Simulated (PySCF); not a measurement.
Isomers of C3H3N. Gas-phase values, no solvent. Strings in code marks are SMILES.

Calculation: PySCF with B3LYP-D3(BJ)/def2-TZVP. All candidates: neutral, multiplicity 1. B3LYP has the VWN-RPA correlation part, as in Gaussian. 

```
Quantity         Result
-------------  --------
LUMO           -1.81 eV
HOMO           -7.92 eV
dipole moment    2.27 D
```

Problem. Name which member has these values.
(A) `[H]/N=C\C#C`
(B) `C=CC#N`
(C) `C=C=C=N`
(D) `N=c1cc1`

Solution. A, `[H]/N=C\C#C`. The others give `N=c1cc1`: -1.14 eV, -6.77 eV, 3.52 D; `C=CC#N`: -1.94 eV, -8.23 eV, 4.01 D; `C=C=C=N`: -2.35 eV, -6.53 eV, 1.95 D
